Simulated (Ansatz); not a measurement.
Anatase TiO2 (metastable phase), treated with RPBE (Ansatz, an electronic-structure program, plane waves, PAW).

Numerical settings: plane-wave cutoff 520 eV, 12×12×12 k mesh, Fermi–Dirac smearing 0.01 eV, no spin polarisation, scalar-relativistic PAW data made under PBE.

Equation-of-state points:

```tsv
V (Å³/atom)	E − E_lowest (meV/atom)	P (GPa)
11.467	10.32	7.10
11.706	2.51	3.42
11.945	0.00	-0.01
12.183	2.40	-3.17
12.422	9.34	-6.09
```

Estimate the bulk modulus and its pressure derivative from these points.

V0 = 11.944 Å³/atom, B0 = 164 GPa, B′ = 2.8 (fit to the energies at full precision).

Shape and atoms are relaxed at each volume.

Note: the bulk modulus comes from volumes at which shape and atoms were relaxed.

The computed numbers hold no vibrational or temperature effects.
